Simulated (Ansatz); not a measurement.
C$_{3}$H$_{6}$FNO (`CC(F)C(=N)O`). The species carries charge 0 and has multiplicity 1. Geometry: relaxed with PBE0-D4/def2-TZVP. It is one conformer, not always the lowest.

```xyz
12

C    -0.636   -0.827   -1.080
C     0.328   -0.650    0.068
F     1.608   -0.948   -0.364
C     0.305    0.757    0.619
N    -0.134    1.127    1.743
O     0.777    1.648   -0.259
H    -0.383   -0.143   -1.890
H    -0.586   -1.853   -1.447
H    -1.657   -0.621   -0.751
H     0.096   -1.338    0.886
H    -0.438    0.336    2.302
H     0.722    2.512    0.171
```

Task: What is the dipole moment at r2SCAN/def2-TZVPP? (An estimate is asked.)

Result: Computed: 1.78 D, with components (-1.62, -0.73, -0.14) D in this frame, pointing from negative to positive charge.

Task: And with PBE, B3LYP, ωB97M-V? (An estimate is asked.)

Result: Computed: PBE 1.70 D, B3LYP 1.85 D, ωB97M-V 1.85 D.

Task: Give the Mulliken charges with r2SCAN, PBE, B3LYP in def2-TZVPP. (An estimate is asked.)

Result: Ansatz gave: 
| atom | r2SCAN | PBE | B3LYP |
| --- | --- | --- | --- |
| C1 | -0.15 | -0.25 | -0.25 |
| C2 | 0.23 | 0.15 | 0.18 |
| F3 | -0.23 | -0.19 | -0.24 |
| C4 | 0.22 | 0.09 | 0.16 |
| N5 | -0.33 | -0.24 | -0.27 |
| O6 | -0.29 | -0.23 | -0.27 |
| H7 | 0.07 | 0.10 | 0.11 |
| H8 | 0.06 | 0.09 | 0.10 |
| H9 | 0.05 | 0.08 | 0.08 |
| H10 | 0.00 | 0.03 | 0.05 |
| H11 | 0.15 | 0.15 | 0.14 |
| H12 | 0.22 | 0.20 | 0.21 |

B3LYP here is the variant with VWN-RPA as its local correlation; programs differ in this.
